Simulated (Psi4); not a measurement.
**doublet CH6Si+ at 5 levels**

We compute a comparison of 5 runs (U-r2SCAN/def2-TZVP, U-revPBE/def2-TZVP, UBLYP/def2-TZVP, UPBE/def2-TZVP, UTPSS/def2-TZVP) of doublet CH6Si+. 

Program for the calculation: Psi4 1.11.

4 further runs of the same task are left out: 4 that didn't finish.

**1. The molecule**

CH6Si+: 8 atoms, total charge +1, spin state doublet. As SMILES of the parent species, `C[SiH3]`. Geometry: relaxed at PBE0-D4/def2-TZVP. That shape belongs to the parent species and isn't relaxed for this state.

Bond lengths: C1–Si2 1.871 Å, C1–H3 1.092 Å, C1–H4 1.092 Å, C1–H5 1.092 Å, Si2–H6 1.488 Å, Si2–H7 1.488 Å, Si2–H8 1.488 Å. Some angles: C1–Si2–H6 110.7°, C1–Si2–H7 110.7°, C1–Si2–H8 110.7°, Si2–C1–H3 110.8°, Si2–C1–H4 110.8°, Si2–C1–H5 110.8°, H6–Si2–H7 108.2°, H6–Si2–H8 108.2°, H7–Si2–H8 108.2°, H3–C1–H4 108.1°.

**2. A single-point energy at U-r2SCAN/def2-TZVP (run 1)**

File input.json:

```json
{
  "schema_name": "qcschema_input",
  "schema_version": 1,
  "molecule": {
    "schema_name": "qcschema_molecule",
    "schema_version": 2,
    "symbols": ["C", "Si", "H", "H", "H", "H", "H", "H"],
    "geometry": [-0.34298529, 0.45304294, -1.77690947, 0.30692932, -0.40544074, 1.59020453, -2.34414857, 0.21261309, -2.22152424, 0.74732999, -0.7396766, -3.06097838, 0.16365028, 2.42021004, -2.14268486, -1.18100324, 1.22117882, 3.3361036, 3.03406868, -0.07560794, 2.19183664, -0.38382227, -3.0863196, 2.08395218],
    "molecular_charge": 1,
    "molecular_multiplicity": 2,
    "fix_symmetry": "c1",
    "fix_com": true,
    "fix_orientation": true
  },
  "driver": "energy",
  "model": {
    "method": "r2scan",
    "basis": "def2-TZVP"
  },
  "keywords": {
    "reference": "uks",
    "puream": true,
    "e_convergence": 1e-09,
    "d_convergence": 1e-08,
    "scf_type": "pk",
    "dft_radial_points": 99,
    "dft_spherical_points": 590,
    "maxiter": 100,
    "scf_properties": ["MULLIKEN_CHARGES", "DIPOLE", "QUADRUPOLE"]
  }
}
```

Launch:

```sh
$ psi4 --qcschema input.json -n 1 --memory 2200MB
```

stdout:

```text
[...]
  Running in c1 symmetry.
[...]
  Nuclear repulsion =   62.848656056025746
[...]
  Multiplicity = 2
[...]
  Nalpha       = 13
  Nbeta        = 12
[...]
    Number of basis functions: 104
[...]
   @UKS iter   1:  -330.44219252576545    1.96757e-01   7.59534e-03 DIIS/ADIIS
[...]
   @UKS iter  23:  -330.75163639295505   -1.30740e-12   4.38594e-09 DIIS
[...]
   @S^2 Observed:                7.600736177E-01
[...]
  @UKS Final Energy:  -330.75163639295505
   => Energetics <=
    Nuclear Repulsion Energy =             62.8486560560257459
    One-Electron Energy =                -573.8069944379658409
    Two-Electron Energy =                 208.4142436028630527
    DFT Exchange-Correlation Energy =     -28.2075416138779680
    Empirical Dispersion Energy =           0.0000000000000000
    VV10 Nonlocal Energy =                  0.0000000000000000
    Total Energy =                       -330.7516363929550494
[...]
 Multipole Moments:
 ------------------------------------------------------------------------------------
     Multipole            Electronic (a.u.)      Nuclear  (a.u.)        Total (a.u.)
 ------------------------------------------------------------------------------------
 L = 1.  Multiply by 2.5417464519 to convert [e a0] to [Debye]
 Dipole X            :         -2.2717075            2.2751736            0.0034661
 Dipole Y            :          2.9075878           -3.0055149           -0.0979271
 Dipole Z            :        -11.4486857           11.7881115            0.3394259
 Magnitude           :                                                    0.3532869
 L = 2.  Multiply by 1.3450342976 to convert [e a0^2] to [Debye ang]
 Quadrupole XX       :        -31.6808694           18.8526889          -12.8281804
 Quadrupole XY       :          3.8259046           -3.8166343            0.0092704
[...]
  Mulliken Charges: (a.u.)
   Center  Symbol    Alpha    Beta     Spin     Total
       1     C     3.34686  3.02664  0.32022 -0.37349
       2    SI     6.95564  6.71829  0.23734  0.32607
       3     H     0.38950  0.40296 -0.01346  0.20754
       4     H     0.40337  0.37142  0.03195  0.22521
       5     H     0.40338  0.37141  0.03197  0.22521
       6     H     0.50728  0.35543  0.15185  0.13729
       7     H     0.48675  0.39835  0.08841  0.11490
       8     H     0.50722  0.35550  0.15172  0.13728
   Total alpha = 13.00000, Total beta = 12.00000, Total charge =  1.00000
[...]
```

The result, in JSON:

```text
{
 "driver": "energy",
 "model": {
  "method": "r2scan",
  "basis": "def2-TZVP"
 },
 "success": true,
 "return_result": -330.75163639295505,
 "properties": {
  "calcinfo_nbasis": 104,
  "calcinfo_nmo": 104,
  "calcinfo_nalpha": 13,
  "calcinfo_nbeta": 12,
  "calcinfo_natom": 8,
  "nuclear_repulsion_energy": 62.848656056025746,
  "return_energy": -330.75163639295505,
  "scf_one_electron_energy": -573.8069944379658,
  "scf_two_electron_energy": 208.41424360286305,
  "scf_xc_energy": -28.207541613877968,
  "scf_dipole_moment": [0.0034661232489789917, -0.09792714822594917, 0.33942586846604783],
  "scf_total_energy": -330.75163639295505,
  "scf_iterations": 23
 }
}
```

It took 87 s on 1 thread of Intel Xeon 6975P-C (Granite Rapids), shared host; peak memory 1.1 GiB.

**3. The energy at U-revPBE/def2-TZVP (run 2)**

File job.py:

```python
import psi4

psi4.set_memory('2200 MB')
psi4.set_num_threads(1)
psi4.core.set_output_file('output.dat', False)

molecule = psi4.geometry("""
1 2
C     -0.181500     0.239740    -0.940300
Si     0.162420    -0.214550     0.841500
H     -1.240470     0.112510    -1.175580
H      0.395470    -0.391420    -1.619800
H      0.086600     1.280720    -1.133860
H     -0.624960     0.646220     1.765390
H      1.605560    -0.040010     1.159870
H     -0.203110    -1.633210     1.102780
symmetry c1
no_reorient
no_com
""")

options = {'reference': 'uks', 'puream': True, 'e_convergence': 1e-09, 'd_convergence': 1e-08, 'scf_type': 'pk', 'dft_radial_points': 99, 'dft_spherical_points': 590, 'maxiter': 100}
psi4.set_options(options)

result, w = psi4.energy("revpbe/def2-TZVP", molecule=molecule, return_wfn=True)
psi4.oeprop(w, "DIPOLE", "MAYER_INDICES", "QUADRUPOLE")
print(f'revpbe/def2-TZVP energy: {result:.10f} Eh')
```

Launch:

```sh
$ python job.py
```

output.dat:

```text
[...]
  Running in c1 symmetry.
[...]
  Nuclear repulsion =   62.848655984179004
[...]
  Multiplicity = 2
[...]
  Nalpha       = 13
  Nbeta        = 12
[...]
    Number of basis functions: 104
[...]
   @UKS iter   1:  -330.38274540807606    2.53807e-01   8.17463e-03 ADIIS/DIIS
[...]
   @UKS iter  37:  -330.74143568967071   -1.54046e-11   6.76951e-09 DIIS
[...]
   @S^2 Observed:                7.538676190E-01
[...]
    Orbital Energies [Eh]
    ---------------------
    Alpha Occupied:
       1A    -65.691241     2A    -10.148835     3A     -5.327935
       4A     -3.736854     5A     -3.730575     6A     -3.730426
       7A     -0.898764     8A     -0.736151     9A     -0.618363
      10A     -0.617037    11A     -0.568062    12A     -0.560274
      13A     -0.553836
    Alpha Virtual:
      14A     -0.221862    15A     -0.203440    16A     -0.202661
      17A     -0.170187    18A     -0.135345    19A     -0.133197
      20A     -0.129641    21A     -0.054565    22A     -0.050354
      23A     -0.034280    24A     -0.030999    25A     -0.021747
[...]
  @UKS Final Energy:  -330.74143568967071
   => Energetics <=
    Nuclear Repulsion Energy =             62.8486559841790040
    One-Electron Energy =                -573.8336637901678614
    Two-Electron Energy =                 208.4312711127342652
    DFT Exchange-Correlation Energy =     -28.1876989964161524
    Empirical Dispersion Energy =           0.0000000000000000
    VV10 Nonlocal Energy =                  0.0000000000000000
    Total Energy =                       -330.7414356896707091
[...]
 Multipole Moments:
 ------------------------------------------------------------------------------------
     Multipole            Electronic (a.u.)      Nuclear  (a.u.)        Total (a.u.)
 ------------------------------------------------------------------------------------
 L = 1.  Multiply by 2.5417464519 to convert [e a0] to [Debye]
 Dipole X            :         -2.2308940            2.2751736            0.0442795
 Dipole Y            :          2.8947667           -3.0055149           -0.1107483
 Dipole Z            :        -11.3788574           11.7881116            0.4092542
 Magnitude           :                                                    0.4262802
 L = 2.  Multiply by 1.3450342976 to convert [e a0^2] to [Debye ang]
 Quadrupole XX       :        -31.5309761           18.8526889          -12.6782872
 Quadrupole XY       :          3.8338508           -3.8166342            0.0172166
[...]
```

On the terminal:

```text
revpbe/def2-TZVP energy: -330.7414356897 Eh
```

Run time: 58 s. Hardware: 1 thread of Intel Xeon 6975P-C (Granite Rapids), shared host; peak memory 1.1 GiB.

**4. Energy and gradient at UBLYP/def2-TZVP (run 3)**

File ch6si.xyz:

```xyz
8
CH6Si
C     -0.181500     0.239740    -0.940300
Si     0.162420    -0.214550     0.841500
H     -1.240470     0.112510    -1.175580
H      0.395470    -0.391420    -1.619800
H      0.086600     1.280720    -1.133860
H     -0.624960     0.646220     1.765390
H      1.605560    -0.040010     1.159870
H     -0.203110    -1.633210     1.102780
```

File calc.py:

```python
import psi4

psi4.set_memory(2200000000)
psi4.set_num_threads(1)
psi4.set_output_file('ch6si.out', False)

with open('ch6si.xyz') as f:
    atoms = ''.join(f.readlines()[2:])
m = psi4.geometry('1 2\n' + atoms + 'symmetry c1\nno_reorient\nno_com')

psi4.set_options({
    'basis': 'def2-TZVP',
    'reference': 'uks',
    'puream': True,
    'e_convergence': 1e-09,
    'd_convergence': 1e-08,
    'scf_type': 'pk',
    'dft_radial_points': 99,
    'dft_spherical_points': 590,
    'maxiter': 100,
})

energy_value = psi4.gradient("blyp")
print('gradient / Eh bohr^-1')
print(energy_value.np.round(6))
```

Launch:

```sh
$ python calc.py
```

ch6si.out:

```text
[...]
  Running in c1 symmetry.
[...]
  Nuclear repulsion =   62.848655984179004
[...]
  Multiplicity = 2
[...]
  Nalpha       = 13
  Nbeta        = 12
[...]
    Number of basis functions: 104
[...]
   @UKS iter   1:  -330.36713103858972    2.93563e-01   8.84932e-03 DIIS/ADIIS
[...]
   @UKS iter  54:  -330.78060302852896   -1.92927e-10   8.51051e-09 DIIS
[...]
   @S^2 Observed:                7.536401241E-01
[...]
  @UKS Final Energy:  -330.78060302852896
   => Energetics <=
    Nuclear Repulsion Energy =             62.8486559841790040
    One-Electron Energy =                -573.7988254168963067
    Two-Electron Energy =                 208.3996593821091210
    DFT Exchange-Correlation Energy =     -28.2300929779207870
    Empirical Dispersion Energy =           0.0000000000000000
    VV10 Nonlocal Energy =                  0.0000000000000000
    Total Energy =                       -330.7806030285289580
[...]
 Multipole Moments:
 ------------------------------------------------------------------------------------
     Multipole            Electronic (a.u.)      Nuclear  (a.u.)        Total (a.u.)
 ------------------------------------------------------------------------------------
 L = 1.  Multiply by 2.5417464519 to convert [e a0] to [Debye]
 Dipole X            :         -2.2327749            2.2751736            0.0423987
 Dipole Y            :          2.8938037           -3.0055149           -0.1117113
 Dipole Z            :        -11.3767428           11.7881116            0.4113688
 Magnitude           :                                                    0.4283705
[...]
  -Total Gradient:
     Atom            X                  Y                   Z
    ------   -----------------  -----------------  -----------------
       1        0.030086175217    -0.002542858594     0.027927493964
       2       -0.016119798231    -0.000047697745    -0.010093962726
       3        0.003171607673    -0.001390663109     0.006801918944
       4       -0.006774604428     0.018271127780    -0.006181872202
       5       -0.000922737379    -0.013429047788    -0.015399452350
       6        0.001759129672    -0.018592355327     0.000421106393
       7       -0.006740534134     0.002724637408    -0.013663243538
       8       -0.004459279913     0.015006501826     0.010187999106
[...]
```

Standard output:

```text
gradient / Eh bohr^-1
[[ 3.0086e-02 -2.5430e-03  2.7927e-02]
 [-1.6120e-02 -4.8000e-05 -1.0094e-02]
 [ 3.1720e-03 -1.3910e-03  6.8020e-03]
 [-6.7750e-03  1.8271e-02 -6.1820e-03]
 [-9.2300e-04 -1.3429e-02 -1.5399e-02]
 [ 1.7590e-03 -1.8592e-02  4.2100e-04]
 [-6.7410e-03  2.7250e-03 -1.3663e-02]
 [-4.4590e-03  1.5007e-02  1.0188e-02]]
```

It took 83 s on 1 thread of Intel Xeon 6975P-C (Granite Rapids), shared host; peak memory 1.1 GiB.

Run 4 isn't shown in full; the table further down has it.

**5. A single-point energy at UTPSS/def2-TZVP (run 5)**

File calc.in:

```
memory 2200 MB

molecule system {
  1 2
  C     -0.181500     0.239740    -0.940300
  Si     0.162420    -0.214550     0.841500
  H     -1.240470     0.112510    -1.175580
  H      0.395470    -0.391420    -1.619800
  H      0.086600     1.280720    -1.133860
  H     -0.624960     0.646220     1.765390
  H      1.605560    -0.040010     1.159870
  H     -0.203110    -1.633210     1.102780
  symmetry c1
}

set globals {
  basis                def2-TZVP
  reference            uks
  puream               true
  e_convergence        1e-09
  d_convergence        1e-08
  scf_type             pk
  dft_radial_points    99
  dft_spherical_points 590
  maxiter              100
}

e_tot, wfn = energy("tpss", return_wfn=True)
oeprop(wfn, "QUADRUPOLE", "MULLIKEN_CHARGES", "MAYER_INDICES")
```

Launch:

```sh
$ psi4 -n 1 calc.in calc.out
```

calc.out:

```text
[...]
  Running in c1 symmetry.
[...]
  Nuclear repulsion =   62.848655984179004
[...]
  Multiplicity = 2
[...]
  Nalpha       = 13
  Nbeta        = 12
[...]
    Number of basis functions: 104
[...]
   @UKS iter   1:  -330.50977704542356    2.12919e-01   7.98871e-03 ADIIS/DIIS
[...]
   @UKS iter  31:  -330.85078957121925   -3.06954e-12   2.54151e-09 DIIS
[...]
   @S^2 Observed:                7.561820749E-01
[...]
  @UKS Final Energy:  -330.85078957121925
   => Energetics <=
    Nuclear Repulsion Energy =             62.8486559841790040
    One-Electron Energy =                -573.7429749952577822
    Two-Electron Energy =                 208.3577341685462159
    DFT Exchange-Correlation Energy =     -28.3142047286867182
    Empirical Dispersion Energy =           0.0000000000000000
    VV10 Nonlocal Energy =                  0.0000000000000000
    Total Energy =                       -330.8507895712192521
[...]
 Multipole Moments:
 ------------------------------------------------------------------------------------
     Multipole            Electronic (a.u.)      Nuclear  (a.u.)        Total (a.u.)
 ------------------------------------------------------------------------------------
 L = 1.  Multiply by 2.5417464519 to convert [e a0] to [Debye]
 Dipole X            :          0.1272116           -0.2712066           -0.1439951
 Dipole Y            :         -0.3089987            0.3582950            0.0492964
 Dipole Z            :          1.1440558           -1.4052898           -0.2612340
 Magnitude           :                                                    0.3023375
 L = 2.  Multiply by 1.3450342976 to convert [e a0^2] to [Debye ang]
 Quadrupole XX       :        -31.6642537           18.6564250          -13.0078287
 Quadrupole XY       :          3.5276341           -3.5573690           -0.0297349
[...]
  Mulliken Charges: (a.u.)
   Center  Symbol    Alpha    Beta     Spin     Total
       1     C     3.36176  3.00682  0.35494 -0.36858
       2    SI     6.98238  6.72972  0.25266  0.28789
       3     H     0.38561  0.39633 -0.01071  0.21806
       4     H     0.39963  0.36512  0.03451  0.23525
       5     H     0.39964  0.36509  0.03455  0.23527
       6     H     0.49986  0.35971  0.14015  0.14043
       7     H     0.47126  0.41750  0.05376  0.11124
       8     H     0.49986  0.35971  0.14015  0.14043
   Total alpha = 13.00000, Total beta = 12.00000, Total charge =  1.00000
[...]
```

It took 2 min on 1 thread of Intel Xeon 6975P-C (Granite Rapids), shared host; peak memory 1.1 GiB.

**6. The series**

```
run               level      task  energy (Eh)  HOMO energy (eV)  LUMO energy (eV)   ⟨S²⟩  wall time
  1  U-r2SCAN/def2-TZVP    energy  -330.751636            -14.87            -14.57  0.760       87 s
  2  U-revPBE/def2-TZVP    energy  -330.741436            -14.64            -14.55  0.754       58 s
  3     UBLYP/def2-TZVP  gradient  -330.780603            -14.54            -14.50  0.754       83 s
  4      UPBE/def2-TZVP  gradient  -330.593419            -14.66            -14.58  0.754       71 s
  5     UTPSS/def2-TZVP    energy  -330.850790            -14.73            -14.63  0.756      2 min
```

**7. What came out**

| quantity | value |
| --- | --- |
| run 5: total energy | -330.85079 Eh |
| run 5: HOMO energy (highest over α and β) | -14.73 eV |
| run 5: LUMO energy (lowest over α and β) | -14.63 eV |
| run 5: ⟨S²⟩ | 0.756 |

**Reading.** Totals of different functionals can't be ranked against each other. All runs together took 7 min, the longest 2 min.
